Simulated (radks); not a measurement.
# N⁴⁺ in [He] 2s1: an all-electron calculation

The task here is to estimate one member of a computed series from the others.

Program: radks (a radial shooting solver on a logarithmic mesh, Libxc functionals) version 1. Level of theory: scalar-relativistic Kohn-Sham, LDA (Slater exchange, Perdew-Wang correlation), spin-polarised, spherical densities, finite nucleus; open shells are filled with parallel spins first. These are calculated values, not measurements, unless marked.

## What is computed

```
element            : nitrogen (Z = 7)
charge             : +4
electrons          : 3
configuration      : [He] 2s1
nuclear rms radius : 2.5582 fm
```

Outer shells as boxes (Hund's rule):

N⁴⁺
```
[He] core
2s [↑ ]
```

Set-up of the first run:

Input:

```text
Z 7
configuration [He] 2s1
relativity scalar-relativistic
functional lda,pw
spin polarised
nucleus finite rms 2.5582 fm
c 137.035999084
```

On the command line:

```
> python run_ks.py task.json out
```

The same process makes all the runs of this session.

One of the session's tables, all rows but one given; the rest of the session is left out.

It belongs to the step «Orbitals and density». From the orbitals of this run (lengths in bohr):

| level | <r> | outermost maximum (interpolated) | 90 % within |
| --- | --- | --- | --- |
| 1s up | 0.2296 | 0.149 | 0.411 |
| 1s down | 0.2293 | 0.149 | 0.410 |
| 2s up | 1.050 | 0.893 | 1.61 |
| 2s down | ? | ? | ? |

Estimate the missing values for 2s down.

As computed: <r>: 1.068; outermost maximum (interpolated): 0.896; 90 % within: 1.65. In the column «<r>» it is the highest.
